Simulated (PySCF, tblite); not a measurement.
Isomers of C4H4F2, one GFN2-xTB conformer each. Single-point energies are computed at PBE0/pcSseg-1 (PySCF, gas phase, no added dispersion term), electronic only.

```tsv
SMILES	GFN2-xTB relative energy (kJ/mol)
F/C=C/C=C/F	0.0
C=C1[C@@H](F)[C@H]1F	72.4
C=C1[C@@H](F)[C@@H]1F	58.2
F/C=C\C=C\F	3.4
F/C=C\C=C/F	5.0
FCC1(F)C=C1	113.4
```

Conformers: `[F:1]/[CH:2]=[CH:3]/[CH:4]=[CH:5]/[F:6]` with C2–C3–C4–C5 180°; `[F:1]/[CH:2]=[CH:3]\[CH:4]=[CH:5]\[F:6]` with C2–C3–C4–C5 180°; `[F:1]/[CH:2]=[CH:3]\[CH:4]=[CH:5]/[F:6]` with C2–C3–C4–C5 180°; `[F:1][CH2:2][C:3]1([F:4])[CH:5]=[CH:6]1` with F1–C2–C3–F4 180°.

Question: What does PBE0/pcSseg-1 give for the same structures?

Answer: 
| SMILES | PBE0/pcSseg-1 E (Eh) | PBE0/pcSseg-1 (kJ/mol) | GFN2-xTB (kJ/mol) | point group |
| --- | --- | --- | --- | --- |
| F/C=C\C=C/F | -354.05500 | 0.0 | 5.0 | C2h |
| F/C=C\C=C\F | -354.05301 | 5.2 | 3.4 | Cs |
| F/C=C/C=C/F | -354.05137 | 9.5 | 0.0 | C2h |
| C=C1[C@@H](F)[C@@H]1F | -354.01350 | 109.0 | 58.2 | C2 |
| FCC1(F)C=C1 | -354.00942 | 119.7 | 113.4 | Cs |
| C=C1[C@@H](F)[C@H]1F | -354.00894 | 120.9 | 72.4 | Cs |

GFN2-xTB puts F/C=C/C=C/F lowest instead; measured from each level's own lowest isomer, the values differ by up to 50.8 kJ/mol (C=C1[C@@H](F)[C@@H]1F: 58.2 against 109.0). As drawn, the highest has a three-membered ring, which the lowest lacks. Neighbours under 10 kJ/mol apart (F/C=C\C=C/F and F/C=C\C=C\F; F/C=C\C=C\F and F/C=C/C=C/F; FCC1(F)C=C1 and C=C1[C@@H](F)[C@H]1F) can change places with a better method, another conformer or zero-point energy. F/C=C\C=C/F and F/C=C\C=C\F are stereoisomers, 5.2 kJ/mol apart in the conformers taken. C=C1[C@@H](F)[C@@H]1F and C=C1[C@@H](F)[C@H]1F are stereoisomers, 11.9 kJ/mol apart in the conformers taken.

Question: Which frontier levels, dipoles and rotational constants go with these structures?

Answer: 
| SMILES | HOMO (eV, PBE0/pcSseg-1) | LUMO (eV) | dipole (D) | A, B, C (MHz) |
| --- | --- | --- | --- | --- |
| F/C=C\C=C/F | -6.73 | -0.82 | 0.00 | 13746, 1601, 1434 |
| F/C=C\C=C\F | -6.71 | -0.78 | 2.33 | 13064, 1473, 1324 |
| F/C=C/C=C/F | -6.69 | -0.75 | 0.00 | 32202, 1174, 1133 |
| C=C1[C@@H](F)[C@@H]1F | -8.51 | -1.23 | 1.61 | 4191, 3531, 2072 |
| FCC1(F)C=C1 | -8.35 | -0.39 | 0.85 | 5558, 3284, 2396 |
| C=C1[C@@H](F)[C@H]1F | -8.16 | -1.21 | 2.85 | 4265, 3712, 2364 |

Question: What happens when harmonic zero-point energies from GFN2-xTB frequencies are added?

Answer: 
| SMILES | ZPE (kJ/mol) | electronic (kJ/mol) | with ZPE (kJ/mol) |
| --- | --- | --- | --- |
| F/C=C\C=C/F | 178.5 | 0.0 | 0.0 |
| F/C=C\C=C\F | 178.1 | 5.2 | 4.8 |
| F/C=C/C=C/F | 177.5 | 9.5 | 8.5 |
| C=C1[C@@H](F)[C@@H]1F | 177.9 | 109.0 | 108.4 |
| FCC1(F)C=C1 | 175.9 | 119.7 | 117.1 |
| C=C1[C@@H](F)[C@H]1F | 178.1 | 120.9 | 120.6 |

The zero-point energies span 2.6 kJ/mol. The order is unchanged.
